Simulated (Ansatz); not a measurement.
Worked example: the enthalpy of formation of C3H3N (acrylonitrile)

The species is C3H3N (7 atoms), meant as a singlet with charge 0. SMILES: `C=CC#N`. The shape is that of a PBE0-D4/def2-TZVP optimisation.

| atom | x (Å) | y (Å) | z (Å) |
| --- | --- | --- | --- |
| C | -0.5408 | 0.8296 | -0.3506 |
| C | 0.3716 | 0.1052 | 0.2894 |
| C | 0.4133 | -1.3159 | 0.2188 |
| N | 0.4651 | -2.4657 | 0.1754 |
| H | -1.3046 | 0.3667 | -0.9633 |
| H | -0.5405 | 1.9094 | -0.2725 |
| H | 1.1360 | 0.5707 | 0.9028 |

Total energies at wB97X/6-311+G** (Ansatz 0.2.0); the atoms run unrestricted:

| species | state | energy (Eh) |
| --- | --- | --- |
| C3H3N | singlet | -170.824807 |
| C | triplet | -37.844021 |
| N | quartet | -54.588069 |
| H | doublet | -0.501395 |

Harmonic wavenumbers at PBE0-D4/def2-TZVP, in cm⁻¹: 238, 354, 585, 717, 893, 995, 1011, 1110, 1317, 1443, 1696, 2364, 3174, 3194, 3271.

Measured heats of formation of the gaseous atoms at 298.15 K, in kJ/mol: C 716.9, N 472.4, H 218.0. Take 1 Eh = 2625.50 kJ/mol, 1 cm⁻¹ = 0.0119627 kJ/mol, RT = 2.479 kJ/mol.

What heat of formation follows?


1. Electronic atomisation energy: 3 × (-37.844021) + (-54.588069) + 3 × (-0.501395) − (-170.824807) = 1.200490 Eh = 3151.9 kJ/mol.
2. Zero-point energy: half the sum of the wavenumbers, 11181 cm⁻¹ = 133.8 kJ/mol.
3. Thermal vibrational enthalpy, Σ hcν̃/(exp(hcν̃/kT) − 1): 3.4 kJ/mol. Translation, rotation and pV of a non-linear molecule: 4 RT = 9.9 kJ/mol.
4. The 7 free atoms carry 5/2 RT each: 43.4 kJ/mol.
5. Spin-orbit coupling lowers the free atoms by 3 × 0.02 = 0.1 kJ/mol.
6. Atomisation enthalpy at 298 K: 3151.9 − 0.1 − 133.8 − 3.4 − 9.9 + 43.4 = 3048.1 kJ/mol.
7. Sum of the atoms' heats of formation: 3277.1 kJ/mol. Heat of formation: 3277.1 − 3048.1 = +229.0 kJ/mol.

The tabulated value is +180.6 kJ/mol (CRC Handbook of Chemistry and Physics), so this level is off by +48.4 kJ/mol, or 1.6 % of the atomisation enthalpy that the table implies (3096.4 kJ/mol). Anharmonicity and any spin-orbit splitting of the molecule are left out.
